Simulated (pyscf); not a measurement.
Elimination: HO–Zr(OH)(OH)–Cl → H₂O + O=Zr(OH)–Cl

Gas phase, singlet surface, charge 0. Bonds broken: O1–Zr2, O3–H7. Bonds formed: O1–H7. Single points on ωB97X-D3(BJ)/def2-SVP structures (PySCF, gas phase).

Transition state (Å):

```xyz
8

O     -1.1283    -1.3649     0.7025
Zr     0.1472     0.2741     0.1239
O      1.2112    -1.1256     0.5944
O      0.1790     1.7310     1.3925
Cl     0.2057     0.9171    -2.1783
H     -1.7269    -1.5725     1.4270
H      0.0137    -1.6452     0.8282
H      0.5340     2.1458     2.1815
```

One imaginary mode, 1294i cm⁻¹; descent along it reached the two sides named, in the forms told below.

```json
[
 {"bond": "O1–Zr2", "change": "breaks", "reactant side (Å)": "1.913", "saddle": "2.156", "product side": "2.279"},
 {"bond": "O3–H7", "change": "breaks", "reactant side (Å)": "0.956", "saddle": "1.326", "product side": "2.9"},
 {"bond": "O1–H7", "change": "forms", "reactant side (Å)": "3.9", "saddle": "1.183", "product side": "0.969"}
]
```

Electronic energies relative to the reactant's lowest minimum found (kcal/mol):

```
level                   barrier  reaction energy  reverse barrier
----------------------  -------  ---------------  ---------------
ωB97X-D3(BJ)/def2-TZVP     46.6            +71.2            -24.5
PBE/def2-TZVP              39.1            +63.3            -24.2
r²SCAN/def2-TZVP           42.6            +68.9            -26.3
B3LYP-D3(BJ)/def2-TZVP     45.5            +69.3            -23.7
PBE0-D3(BJ)/def2-TZVP      43.7            +68.5            -24.8
M06-2X/def2-TZVP           46.8            +71.7            -24.9
ωB97M-D3(BJ)/def2-TZVP     46.7            +69.0            -22.3
HF/def2-TZVP               61.8            +76.7            -14.9
```

With ωB97M-D3(BJ)/def2-TZVP energies and thermal terms (ideal gas, 1 atm, RRHO with modes under 100 cm⁻¹ raised to 100, one conformer, R ln 2 for chiral ones without a mode under 150 cm⁻¹), in kcal/mol:

```
T (K)   ΔH‡   ΔG‡     ΔH     ΔG
-----  ----  ----  -----  -----
298    44.5  45.5  +68.6  +58.6
600    43.4  46.9  +67.2  +49.0
900    42.7  48.8  +65.7  +40.2
1200   42.2  51.0  +64.4  +31.9
```

On the product side the descent ends in an adduct with a O–Zr contact, 34.6 kcal/mol under the separated species and 10.0 kcal/mol under the saddle at ωB97X-D3(BJ)/def2-TZVP. At ωB97X-D3(BJ)/def2-TZVP, PBE, r²SCAN, B3LYP-D3(BJ), PBE0-D3(BJ), M06-2X, ωB97M-D3(BJ)/def2-TZVP, HF the saddle lies under the separated products, which points to a path from their complex (located at ωB97X-D3(BJ) alone), and parting the products costs more than the saddle. What is counted as broken (O–Zr) persists as a longer contact in the product adduct; parting that adduct is a step of its own. At the saddle there is also a short H–Zr contact that neither side keeps. One saddle was located; it need not be the lowest between these sides. Elements past Kr carry the def2 core potentials, without spin-orbit coupling.
